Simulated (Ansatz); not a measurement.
# BSiH3 (SMILES B[SiH]) at UCCSD(T)/STO-3G

What is the energy change on altering one bond length of BSiH3 at UCCSD(T)/STO-3G? 

The results are computed with Ansatz 0.2.0.

43 further runs of the same task are left out: 43 set aside as unsound or not needed.

## (1) The molecule

BSiH3 has 5 atoms, charge 0, and is taken as a triplet. SMILES: `B[SiH]`. The coordinates come from a GFN2-xTB relaxation.

Bond lengths: B1–Si2 1.878 Å, B1–H3 1.179 Å, B1–H4 1.176 Å, Si2–H5 1.476 Å. Angles: B1–Si2–H5 134.9°, Si2–B1–H3 120.6°, Si2–B1–H4 121.0°, H3–B1–H4 118.4°.

## (2) The energy at UCCSD(T)/STO-3G

molecule.yaml

```yaml
crystal:
  periodic: [false, false, false]
  atoms:
    - {symbol: B, position_ang: [-0.206730, -0.708170, 0.126670]}
    - {symbol: Si, position_ang: [0.760780, 0.829450, -0.350440]}
    - {symbol: H, position_ang: [-1.303690, -0.620750, 0.549520]}
    - {symbol: H, position_ang: [0.263590, -1.779740, 0.010050]}
    - {symbol: H, position_ang: [0.486040, 2.279200, -0.335800]}
basis:
  gaussian: {orbitals: STO-3G}
magnetization: {spin_polarized: true, initial_magnetization: 2}
correlation: {method: ccsd_t, frozen_orbitals: {B: 1, H: 0, Si: 5}}
scf: {omitted_lower_state_checks: [cluster_reference, increment]}
accuracy: high
```

Launch:

```bash
$ ansatz run molecule.yaml --threads 1 --pin off --max-ram 2610MiB --events-out events.jsonl --progress --plain --runs-dir runs
```

Log (excerpt; [...] marks lines left out):

```text
Warning: RAYON_NUM_THREADS=1 ignored (pool sized by the plan → 1); use --threads N
Functional definition: HF
  name "HF"
[...]
287 factors; integrals over basis functions are off by at most 1.2e-8 eV
[...]
mean field -8478.91470062 eV, -311.5943680329 hartree, gradient 2.3e-8 eV, S^2 2.003686; 0 other end points of the search recorded, 0 dependent functions left out
6 core orbitals not correlated: weight in the atoms' cores, before any rotation towards them, 0.999 or more for the frozen orbitals, at most 0.000 for the correlated occupied ones
reference -8478.91470062 eV, -311.5943680329 hartree; 6, 4 occupied and 5, 7 virtual orbitals, 287 factors
second order -1.58295046 eV of doubles, -0.00000000 eV of singles
cycle   1  -2.02384771 eV  change   -4.4e-1 eV  update   6.2e-2
[...]
cycle  21  -2.30883003 eV  change   9.7e-11 eV  update  5.6e-10
perturbative correction -0.02718691 eV, -0.0009991005 hartree
Total energy: -8481.25071756 eV, -311.6802150722 hartree
Checks for a lower state left out: cluster_reference, increment
```

Run time: 0.18 s. Hardware: 1 thread of Arm Neoverse V1, shared host.

## (3) The distorted shape

input.yaml

```yaml
crystal:
  periodic: [false, false, false]
  atoms:
    - {symbol: B, position_ang: [0.067506, -0.730025, 0.020959]}
    - {symbol: Si, position_ang: [1.035016, 0.807595, -0.456151]}
    - {symbol: H, position_ang: [-1.303690, -0.620750, 0.549520]}
    - {symbol: H, position_ang: [0.537826, -1.801595, -0.095661]}
    - {symbol: H, position_ang: [0.760276, 2.257345, -0.441511]}
basis:
  gaussian:
    orbitals: STO-3G
magnetization:
  spin_polarized: true
  initial_magnetization: 2
correlation:
  method: ccsd_t
  frozen_orbitals: {B: 1, H: 0, Si: 5}
accuracy: high
scf:
  omitted_lower_state_checks: [cluster_reference, increment]
```

Launch:

```bash
$ ansatz run input.yaml --threads 1 --pin off --max-ram 2610MiB --events-out events.jsonl --progress --plain --runs-dir runs
```

Log (excerpt; [...] marks lines left out):

```text
Warning: RAYON_NUM_THREADS=1 ignored (pool sized by the plan → 1); use --threads N
Functional definition: HF
  name "HF"
[...]
287 factors; integrals over basis functions are off by at most 1.1e-8 eV
[...]
mean field -8477.76984219 eV, -311.5522952616 hartree, gradient 2.6e-8 eV, S^2 2.004386; 0 other end points of the search recorded, 0 dependent functions left out
6 core orbitals not correlated: weight in the atoms' cores, before any rotation towards them, 0.999 or more for the frozen orbitals, at most 0.000 for the correlated occupied ones
reference -8477.76984219 eV, -311.5522952616 hartree; 6, 4 occupied and 5, 7 virtual orbitals, 287 factors
second order -1.77771767 eV of doubles, -0.00000000 eV of singles
cycle   1  -2.28079724 eV  change   -5.0e-1 eV  update   6.9e-2
[...]
cycle  23  -2.62209013 eV  change   1.8e-10 eV  update  4.1e-10
perturbative correction -0.03294682 eV, -0.0012107735 hartree
Total energy: -8480.42487914 eV, -311.6498660699 hartree
Checks for a lower state left out: cluster_reference, increment
```

It took 0.18 s on 1 thread of Arm Neoverse V1, shared host.

## (4) What came out

Level: UCCSD(T)/STO-3G, 6 core orbitals frozen.

| quantity | value |
| --- | --- |
| first shape: total energy | -311.68022 Eh |
| first shape: correlation energy (6 core orbitals frozen) | -85.8 mEh |
| first shape: (T) correction | -1.00 mEh |
| first shape: ⟨S²⟩ of the reference determinant | 2.004 |
| first shape: T1 diagnostic | 0.023 |
| distorted shape: total energy | -311.64987 Eh |
| distorted shape: correlation energy (6 core orbitals frozen) | -97.6 mEh |
| distorted shape: (T) correction | -1.21 mEh |
| distorted shape: ⟨S²⟩ of the reference determinant | 2.004 |
| distorted shape: T1 diagnostic | 0.024 |
| energy change with the B1–H3 bond stretched from 1.179 to 1.474 Å | 0.826 eV |

With the B1–H3 bond stretched from 1.179 to 1.474 Å the energy rises by 0.83 eV (79.7 kJ/mol). The first shape isn't relaxed at this level, so the change isn't measured from a minimum. The minimal basis adds a large error of its own. The triples (first shape) make up 1.2 % of the correlation energy. The triples (distorted shape) make up 1.2 % of the correlation energy.
